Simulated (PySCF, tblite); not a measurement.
# CH₃F: metal-cation adducts, part 2 of 2

tblite 0.8.0 and PySCF 2.14.0. Atoms count from 0. Earlier steps stand in the parts before.

## Step 16: Harmonic vibrations (CH₃CuF+): PBE0-D3(BJ)/def2-SVP

The job: settings as JSON, then the geometry in Å.

```
{"job": {"xc": "PBE0", "basis": "def2-SVP", "d3": "d3bj", "grid": 2, "kind": "hessian"}, "charge": 1, "multiplicity": 1}
C     -0.037533     0.078413    -0.031754
F      1.368198     0.064511    -0.304015
H     -0.167885    -0.116840     1.039324
H     -0.390206     1.078976    -0.305318
H     -0.499610    -0.697304    -0.653684
Cu     2.967517    -1.063494    -0.143834
```

Log:

```text
coarse grid: 25336 points
cycle   1  E = -1779.0973772464  dE =  1.642e-02  |g| = 1.035e+00  |ddm| = 2.194e+00
cycle   2  E = -1778.9084705692  dE =  1.889e-01  |g| = 1.490e+00  |ddm| = 1.324e+00
cycle   3  E = -1779.2568501241  dE = -3.484e-01  |g| = 4.938e-02  |ddm| = 7.766e-01
cycle   4  E = -1779.2572936553  dE = -4.435e-04  |g| = 4.328e-02  |ddm| = 7.461e-02
cycle   5  E = -1779.2576344240  dE = -3.408e-04  |g| = 1.708e-02  |ddm| = 4.246e-02
cycle   6  E = -1779.2576981278  dE = -6.370e-05  |g| = 5.381e-03  |ddm| = 2.166e-02
cycle   7  E = -1779.2577084563  dE = -1.033e-05  |g| = 2.116e-03  |ddm| = 1.215e-02
cycle   8  E = -1779.2577100065  dE = -1.550e-06  |g| = 3.668e-04  |ddm| = 5.248e-03
final grid: 51968 points
cycle   9  E = -1779.2577317980  dE = -6.851e-08  |g| = 4.824e-04  |ddm| = 9.737e-04
cycle  10  E = -1779.2577317384  dE =  5.961e-08  |g| = 8.716e-04  |ddm| = 8.577e-04
cycle  11  E = -1779.2577318409  dE = -1.025e-07  |g| = 4.511e-05  |ddm| = 3.939e-04
cycle  12  E = -1779.2577318418  dE = -8.422e-10  |g| = 3.110e-05  |ddm| = 9.001e-05
cycle  13  E = -1779.2577318422  dE = -3.984e-10  |g| = 1.028e-05  |ddm| = 8.727e-05
cycle  14  E = -1779.2577318422  dE = -3.683e-11  |g| = 2.957e-06  |ddm| = 2.395e-05
converged SCF energy = -1779.2577318422

mode    cm-1
  1      63.1
  2     102.6
  3     322.5
  4     947.2
  5    1163.8
  6    1171.4
  7    1450.6
  8    1458.1
  9    1460.3
 10    3099.5
 11    3240.4
 12    3248.8
ZPE 106.038  H(298)-E 121.286  G(298)-E 32.232 kJ/mol  S 298.69 J/(mol K)
```

It took 32 s on 1 thread of Arm Neoverse V1, shared host; peak memory 0.95 GiB.

Zero-point energy 106.04 kJ/mol (xTB gave 99.52).

## Step 17: Single point (CH₃CuF+): PBE0-D3(BJ)/def2-TZVP

Geometry: PBE0-D3(BJ)/def2-SVP.

The job: settings as JSON, then the geometry in Å.

```
{"job": {"kind": "sp", "xc": "PBE0", "basis": "def2-TZVP", "d3": "d3bj", "grid": 2}, "charge": 1, "multiplicity": 1}
C     -0.037533     0.078413    -0.031754
F      1.368198     0.064511    -0.304015
H     -0.167885    -0.116840     1.039324
H     -0.390206     1.078976    -0.305318
H     -0.499610    -0.697304    -0.653684
Cu     2.967517    -1.063494    -0.143834
```

Log:

```text
coarse grid: 25336 points
cycle   1  E = -1777.7911567822  dE =  1.739e+00  |g| = 4.188e+00  |ddm| = 2.080e+00
cycle   2  E = -1773.4804331611  dE =  4.311e+00  |g| = 7.767e+00  |ddm| = 5.144e+00
cycle   3  E = -1779.3698645491  dE = -5.889e+00  |g| = 1.746e+00  |ddm| = 4.799e+00
cycle   4  E = -1779.5466254038  dE = -1.768e-01  |g| = 8.447e-01  |ddm| = 7.902e-01
cycle   5  E = -1779.6498971259  dE = -1.033e-01  |g| = 2.677e-01  |ddm| = 4.419e-01
cycle   6  E = -1779.6563231499  dE = -6.426e-03  |g| = 1.183e-01  |ddm| = 1.361e-01
cycle   7  E = -1779.6588090018  dE = -2.486e-03  |g| = 1.229e-02  |ddm| = 5.722e-02
cycle   8  E = -1779.6588436558  dE = -3.465e-05  |g| = 2.321e-03  |ddm| = 1.092e-02
cycle   9  E = -1779.6588464468  dE = -2.791e-06  |g| = 1.551e-03  |ddm| = 4.615e-03
final grid: 51968 points
cycle  10  E = -1779.6588603668  dE = -1.541e-07  |g| = 3.167e-03  |ddm| = 2.492e-03
cycle  11  E = -1779.6588567691  dE =  3.598e-06  |g| = 7.799e-03  |ddm| = 3.130e-03
cycle  12  E = -1779.6588612307  dE = -4.462e-06  |g| = 1.839e-04  |ddm| = 1.848e-03
cycle  13  E = -1779.6588612409  dE = -1.025e-08  |g| = 1.249e-04  |ddm| = 2.523e-04
cycle  14  E = -1779.6588612467  dE = -5.728e-09  |g| = 2.994e-05  |ddm| = 2.823e-04
converged SCF energy = -1779.6588612467
```

It took 2.8 s on 1 thread of Arm Neoverse V1, shared host.

## Step 18: Single point (Cu+): PBE0-D3(BJ)/def2-TZVP

Geometry: atom.

The job: settings as JSON, then the geometry in Å.

```
{"job": {"kind": "sp", "xc": "PBE0", "basis": "def2-TZVP", "d3": "d3bj", "grid": 2}, "charge": 1, "multiplicity": 1}
Cu     0.000000     0.000000     0.000000
```

Log:

```text
coarse grid: 7440 points
cycle   1  E = -1637.5581904449  dE =  2.282e+00  |g| = 4.460e+00  |ddm| = 1.622e+00
cycle   2  E = -1635.3942473526  dE =  2.164e+00  |g| = 7.649e+00  |ddm| = 3.015e+00
cycle   3  E = -1639.5577151481  dE = -4.163e+00  |g| = 2.135e+00  |ddm| = 1.502e+00
cycle   4  E = -1639.9463334845  dE = -3.886e-01  |g| = 3.763e-01  |ddm| = 4.947e-01
cycle   5  E = -1639.9584401035  dE = -1.211e-02  |g| = 4.218e-02  |ddm| = 8.845e-02
cycle   6  E = -1639.9585853771  dE = -1.453e-04  |g| = 5.327e-03  |ddm| = 9.481e-03
cycle   7  E = -1639.9585877067  dE = -2.330e-06  |g| = 2.520e-04  |ddm| = 1.462e-03
final grid: 13040 points
cycle   8  E = -1639.9585974914  dE =  1.609e-08  |g| = 5.998e-04  |ddm| = 2.976e-04
cycle   9  E = -1639.9585973840  dE =  1.074e-07  |g| = 1.365e-03  |ddm| = 4.442e-04
cycle  10  E = -1639.9585975183  dE = -1.343e-07  |g| = 6.646e-06  |ddm| = 3.009e-04
cycle  11  E = -1639.9585975184  dE = -1.432e-10  |g| = 7.656e-07  |ddm| = 6.282e-05
converged SCF energy = -1639.9585975184
```

Wall time 0.27 s (1 thread of Arm Neoverse V1, shared host).

## Step 19: Geometry optimisation with GFN2-xTB

This step treats CH3FLi+, `CF.[Li+]`.

The job: settings as JSON, then the geometry in Å.

```
{"job": {"kind": "relax", "xc": "GFN2-xTB", "basis": "xTB"}, "charge": 1, "multiplicity": 1}
C     -0.025200     0.001300    -0.006400
F      1.289400    -0.165400    -0.185100
H     -0.302500    -0.154100     1.057900
H     -0.324700     1.046100    -0.319500
H     -0.600900    -0.715100    -0.614500
Li     3.164200    -0.658000    -0.328700
```

Log:

```text
step      E/eV     max force
  0    -225.32999    3.527
  1    -225.48802    0.570
  2    -225.49531    0.552
  3    -225.52368    0.724
  4    -225.53811    0.718
  5    -225.55003    0.451
  6    -225.55464    0.132
  7    -225.55524    0.106
  8    -225.55618    0.070
  9    -225.55644    0.058
 10    -225.55675    0.035
 11    -225.55684    0.034
 12    -225.55695    0.039
 13    -225.55714    0.055
 14    -225.55744    0.062
 15    -225.55779    0.069
 16    -225.55810    0.059
 17    -225.55834    0.051
 18    -225.55856    0.055
 19    -225.55872    0.038
 20    -225.55877    0.014
 21    -225.55878    0.005
```

Run time: 0.06 s. Hardware: 1 thread of Arm Neoverse V1, shared host.

Along the way:

| step | energy from step 0 (eV) | largest force (eV/Å) |
| --- | --- | --- |
| 0 | 0.0000 | 3.5273 |
| 1 | -0.1580 | 0.5703 |
| 2 | -0.1653 | 0.5516 |
| 3 | -0.1937 | 0.7244 |
| 4 | -0.2081 | 0.7181 |
| 5 | -0.2200 | 0.4509 |
| 6 | -0.2246 | 0.1319 |
| 7 | -0.2252 | 0.1058 |
| 8 | -0.2262 | 0.0702 |
| 9 | -0.2264 | 0.0584 |
| 10 | -0.2268 | 0.0351 |
| 11 | -0.2268 | 0.0335 |
| 12 | -0.2270 | 0.0387 |
| 13 | -0.2271 | 0.0553 |
| 14 | -0.2275 | 0.0622 |
| 15 | -0.2278 | 0.0686 |
| 16 | -0.2281 | 0.0591 |
| 17 | -0.2283 | 0.0514 |
| 18 | -0.2286 | 0.0547 |
| 19 | -0.2287 | 0.0384 |
| 20 | -0.2288 | 0.0143 |
| 21 | -0.2288 | 0.0051 |

Close pairs (by a distance rule), those that changed most:

| bond | before (Å) | after (Å) | change (Å) |
| --- | --- | --- | --- |
| F1–Li5 | 1.944 | 1.717 | -0.227 |
| C0–F1 | 1.337 | 1.424 | +0.087 |
| C0–H3 | 1.131 | 1.088 | -0.044 |
| C0–H2 | 1.111 | 1.088 | -0.023 |
| C0–H4 | 1.102 | 1.088 | -0.014 |

The final coordinates are the input of the step that follows.

## Step 20: Harmonic vibrations with GFN2-xTB

The job: settings as JSON, then the geometry in Å.

```
{"job": {"kind": "ir", "xc": "GFN2-xTB", "basis": "xTB"}, "charge": 1, "multiplicity": 1}
C     -0.056681     0.000767    -0.000532
F      1.336057    -0.255020    -0.155143
H     -0.287201    -0.137667     1.053284
H     -0.226390     1.025574    -0.322702
H     -0.580336    -0.715745    -0.629285
Li     3.014761    -0.563120    -0.341841
```

Log:

```text
mode    cm-1     km/mol
  1     140.2     86.47
  2     140.3     86.45
  3     488.6     95.54
  4     923.6    164.37
  5    1085.4      1.12
  6    1085.5      1.13
  7    1349.2     17.65
  8    1393.3     31.24
  9    1393.5     31.24
 10    3016.1      0.47
 11    3042.0      1.64
 12    3042.3      1.63
ZPE 102.281  H(298)-E 116.608  G(298)-E 39.176 kJ/mol  S 259.71 J/(mol K)
```

It took 0.09 s on 1 thread of Arm Neoverse V1, shared host.

Which atoms move in the most intense modes:

| cm⁻¹ | km/mol | atoms |
| --- | --- | --- |
| 140 | 86.5 | F1 47 %, Li5 32 % |
| 140 | 86.5 | F1 47 %, Li5 32 % |
| 489 | 95.5 | Li5 82 % |
| 924 | 164.4 | C0 49 %, F1 47 % |
| 1349 | 17.6 | H4 29 %, H3 29 %, H2 29 %, C0 11 % |
| 1393 | 31.2 | H4 51 %, H3 29 %, H2 15 % |
| 1394 | 31.2 | H2 48 %, H3 34 %, H4 12 % |
| 3042 | 1.6 | H4 59 %, H2 17 %, H3 14 % |

## Step 21: Relaxing the molecule at PBE0-D3(BJ)/def2-SVP

This step treats CH₃FLi+, `CF.[Li+]`.

The job, as its differences from that of step 20:

```diff
@@ -1,2 +1,2 @@
-{"job": {"kind": "ir", "xc": "GFN2-xTB", "basis": "xTB"}, "charge": 1, "multiplicity": 1}
+{"job": {"xc": "PBE0", "basis": "def2-SVP", "d3": "d3bj", "grid": 1, "kind": "geom"}, "charge": 1, "multiplicity": 1}
 C     -0.056681     0.000767    -0.000532
```

Log:

```text
step   0  E = -146.79651254  max force = 0.005473
step   1  E = -146.79668882  max force = 0.000350
step   2  E = -146.79668810  max force = 0.000135
optimisation converged
```

Run time: 1.8 s. Hardware: 1 thread of Arm Neoverse V1, shared host.

The steps of the relaxation:

| step | energy from step 0 (eV) | largest force component (eV/Å) |
| --- | --- | --- |
| 0 | 0.0000 | 0.2814 |
| 1 | -0.0048 | 0.0180 |
| 2 | -0.0048 | 0.0069 |

Close pairs (by a distance rule), those that changed most:

| bond | before (Å) | after (Å) | change (Å) |
| --- | --- | --- | --- |
| C0–H2 | 1.088 | 1.096 | +0.008 |
| C0–H4 | 1.088 | 1.096 | +0.008 |
| C0–H3 | 1.088 | 1.096 | +0.008 |
| C0–F1 | 1.424 | 1.432 | +0.008 |
| F1–Li5 | 1.717 | 1.723 | +0.006 |

The end geometry stands in the next job.

| at the end point | value |
| --- | --- |
| point group (found at 0.08 Å tolerance) | C3v |
| rotational constants (GHz, main isotopes) | 151.9, 9.404, 9.403 |

## Step 22: Harmonic vibrations (CH₃FLi+): PBE0-D3(BJ)/def2-SVP

The job: settings as JSON, then the geometry in Å.

```
{"job": {"xc": "PBE0", "basis": "def2-SVP", "d3": "d3bj", "grid": 2, "kind": "hessian"}, "charge": 1, "multiplicity": 1}
C     -0.059751    -0.007265     0.001918
F      1.345307    -0.231141    -0.163718
H     -0.282381    -0.154422     1.064788
H     -0.256673     1.021657    -0.319277
H     -0.575248    -0.739522    -0.629696
Li     3.031621    -0.533162    -0.349742
```

Log:

```text
coarse grid: 5112 points
cycle   1  E = -146.7624350280  dE =  1.662e-01  |g| = 3.941e-01  |ddm| = 2.017e+00
cycle   2  E = -146.7438301137  dE =  1.860e-02  |g| = 5.212e-01  |ddm| = 4.654e-01
cycle   3  E = -146.7869037932  dE = -4.307e-02  |g| = 3.181e-02  |ddm| = 2.867e-01
cycle   4  E = -146.7870752253  dE = -1.714e-04  |g| = 3.634e-03  |ddm| = 1.710e-02
cycle   5  E = -146.7870772762  dE = -2.051e-06  |g| = 1.379e-03  |ddm| = 3.362e-03
final grid: 49776 points
cycle   6  E = -146.7966216952  dE = -1.512e-04  |g| = 8.244e-03  |ddm| = 2.295e-02
cycle   7  E = -146.7966235820  dE = -1.887e-06  |g| = 7.906e-03  |ddm| = 1.194e-02
cycle   8  E = -146.7966367750  dE = -1.319e-05  |g| = 7.469e-04  |ddm| = 5.910e-03
cycle   9  E = -146.7966368398  dE = -6.475e-08  |g| = 4.074e-04  |ddm| = 5.986e-04
cycle  10  E = -146.7966368696  dE = -2.982e-08  |g| = 3.006e-05  |ddm| = 2.463e-04
cycle  11  E = -146.7966368698  dE = -1.490e-10  |g| = 2.144e-06  |ddm| = 1.846e-05
cycle  12  E = -146.7966368698  dE = -7.674e-13  |g| = 3.510e-07  |ddm| = 1.910e-06
converged SCF energy = -146.7966368698

mode    cm-1
  1      87.8
  2      88.2
  3     557.9
  4     965.0
  5    1172.7
  6    1173.1
  7    1455.8
  8    1456.0
  9    1464.6
 10    3104.0
 11    3249.3
 12    3250.2
ZPE 107.811  H(298)-E 122.446  G(298)-E 43.992 kJ/mol  S 263.14 J/(mol K)
```

It took 11 s on 1 thread of Arm Neoverse V1, shared host; peak memory 0.74 GiB.

Zero-point energy 107.81 kJ/mol (xTB gave 102.28).

## Step 23: Single point (CH₃FLi+): PBE0-D3(BJ)/def2-TZVP

Geometry: PBE0-D3(BJ)/def2-SVP.

The job: settings as JSON, then the geometry in Å.

```
{"job": {"kind": "sp", "xc": "PBE0", "basis": "def2-TZVP", "d3": "d3bj", "grid": 2}, "charge": 1, "multiplicity": 1}
C     -0.059751    -0.007265     0.001918
F      1.345307    -0.231141    -0.163718
H     -0.282381    -0.154422     1.064788
H     -0.256673     1.021657    -0.319277
H     -0.575248    -0.739522    -0.629696
Li     3.031621    -0.533162    -0.349742
```

Log:

```text
coarse grid: 5112 points
cycle   1  E = -146.9444418628  dE =  1.813e-01  |g| = 4.252e-01  |ddm| = 1.434e+00
cycle   2  E = -146.9192460401  dE =  2.520e-02  |g| = 5.996e-01  |ddm| = 3.842e-01
cycle   3  E = -146.9698933791  dE = -5.065e-02  |g| = 3.675e-02  |ddm| = 2.316e-01
cycle   4  E = -146.9701044144  dE = -2.110e-04  |g| = 5.163e-03  |ddm| = 1.740e-02
cycle   5  E = -146.9701086428  dE = -4.228e-06  |g| = 1.130e-03  |ddm| = 3.169e-03
final grid: 49776 points
cycle   6  E = -146.9638405098  dE = -3.827e-04  |g| = 1.046e-02  |ddm| = 3.240e-02
cycle   7  E = -146.9638389668  dE =  1.543e-06  |g| = 1.093e-02  |ddm| = 9.585e-03
cycle   8  E = -146.9638584864  dE = -1.952e-05  |g| = 1.536e-03  |ddm| = 5.212e-03
cycle   9  E = -146.9638587650  dE = -2.786e-07  |g| = 6.729e-04  |ddm| = 8.307e-04
cycle  10  E = -146.9638588498  dE = -8.481e-08  |g| = 5.228e-05  |ddm| = 3.029e-04
cycle  11  E = -146.9638588502  dE = -4.043e-10  |g| = 4.796e-06  |ddm| = 2.798e-05
converged SCF energy = -146.9638588502
```

Run time: 1.1 s. Hardware: 1 thread of Arm Neoverse V1, shared host.

## Step 24: Metal-cation adducts: PBE0-D3(BJ)/def2-TZVP

This step combines the energies above: geometries from PBE0-D3(BJ)/def2-SVP, zero-point and thermal terms from PBE0-D3(BJ)/def2-SVP.

The job: settings as JSON, then the geometry in Å.

```
{"job": {"kind": "mc", "partners": ["Cs+", "Cu+", "Li+"], "geom": {"xc": "PBE0", "basis": "def2-SVP", "d3": "d3bj", "grid": 1}, "hess": 1, "level": {"xc": "PBE0", "basis": "def2-TZVP", "d3": "d3bj"}}, "charge": 0, "multiplicity": 1}
C     -0.041434     0.007445    -0.001162
F      1.300098    -0.174092    -0.162074
H     -0.319931    -0.146490     1.054752
H     -0.322244     1.031524    -0.298881
H     -0.597693    -0.711297    -0.625802
```

Output (the driver's rows laid out field by field):

```text
metal-cation adducts, PBE0-D3(BJ)/def2-TZVP // PBE0-D3(BJ)/def2-SVP

row 1
  formula                 CH3CsF
  charge                  1
  multiplicity            1
  smiles                  CF.[Cs+]
  kept                    yes
  pieces                  1
  point_group             Cs
  partner                 Cs+
  start_atom              1
  bound_to                1 F 2.828
  nearest                 1 F 2.828
  parent_bonds_kept       yes
  electronic              51.75
  enthalpy                50.15
  free_energy             27.54

row 2
  formula                 CH3CuF
  charge                  1
  multiplicity            1
  smiles                  CF.[Cu+]
  kept                    yes
  pieces                  1
  point_group             C1
  partner                 Cu+
  start_atom              1
  bound_to                1 F 1.964
  nearest                 1 F 1.964
  parent_bonds_kept       yes
  electronic              120.11
  enthalpy                118.5
  free_energy             93.37
  partner_charge          0.905

row 3
  formula                 CH3FLi
  charge                  1
  multiplicity            1
  smiles                  CF.[Li+]
  kept                    yes
  pieces                  1
  point_group             C3v
  partner                 Li+
  start_atom              1
  bound_to                1 F 1.723
  nearest                 1 F 1.723
  parent_bonds_kept       yes
  electronic              123.25
  enthalpy                120.48
  free_energy             92.91
  partner_charge          0.952
```

Run time: 1.9 min. Hardware: 1 thread of Arm Neoverse V1, shared host.

Some single points behind these values are not shown above.

Energy given off on binding (kJ/mol, gas phase, 298 K for the thermal columns):

| partner | nearest atom | electronic | enthalpy | free energy |
| --- | --- | --- | --- | --- |
| Cs+ | F1, 2.83 Å | 51.8 | 50.1 | 27.5 |
| Cu+ | F1, 1.96 Å | 120.1 | 118.5 | 93.4 |
| Li+ | F1, 1.72 Å | 123.2 | 120.5 | 92.9 |

## Step 25: Outcome

This closing draws on all 2 parts.

| quantity | value |
| --- | --- |
| strongest single infrared mode (GFN2-xTB) | 1060 cm⁻¹, 78 km/mol |
| zero-point energy (GFN2-xTB) | 23.8 kcal/mol |
| point group | C3v |
| rotational constants (main isotopes) | 155.72, 26.12, 26.12 GHz |
| binding enthalpy (−ΔH), Cs+ (PBE0-D3(BJ)/def2-TZVP) | 50.1 kJ/mol |
| binding enthalpy (−ΔH), Cu+ (PBE0-D3(BJ)/def2-TZVP) | 118.5 kJ/mol |
| binding enthalpy (−ΔH), Li+ (PBE0-D3(BJ)/def2-TZVP) | 120.5 kJ/mol |

No mode is imaginary among the 9: a minimum at this level. The strongest single mode, at 1060 cm⁻¹, moves mainly C0 and F1. GFN2-xTB is a fitted tight-binding method: band positions and strengths are rough. Its intensities can rank the bands wrongly. Over 2 steps the energy fell by 0.022 eV; of the close pairs, C0–H3 changed most, 1.091 to 1.103 Å (PBE0/def2-SVP). Steps that list no spin-orbit terms leave them out, which matters at and beside the heavy atoms. At PBE0-D3(BJ)/def2-TZVP the binding enthalpy (−ΔH) runs from 50.1 kJ/mol (Cs+) to 120.5 kJ/mol (Li+).
